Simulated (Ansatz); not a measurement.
Molecule: glyoxal, C2H2O2, charge 0, multiplicity 1. 
Structure (B3LYP-D3(BJ)/def2-TZVP (Ansatz, a program for electronic structure) minimum search):
SMILES: O=CC=O
```xyz
6

C      0.0079     0.7617    -0.0144
C     -0.0079    -0.7617     0.0144
O      1.0376     1.3794    -0.0260
H     -0.9919     1.2360    -0.0234
O     -1.0376    -1.3794     0.0260
H      0.9919    -1.2360     0.0234
```
Charge 0, spin multiplicity 1.

Parts of the frozen-core correlation energy in aug-cc-pVDZ (Ansatz, hartree). Frozen orbitals: 4; correlated occupied orbitals by spin: 11 and 11; virtual: 95 and 95. No spin-orbit coupling. Non-relativistic. The restricted reference is unstable.

| term | value |
|---|---|
| reference (HF) | -226.62680 |
| MP2 opposite-spin | -0.47585 |
| MP2 same-spin | -0.16930 |
| CCSD correlation | -0.66236 |
| (T) | -0.02564 |
| T1 diagnostic | 0.017 |
| largest doubles amplitude | 0.078 |
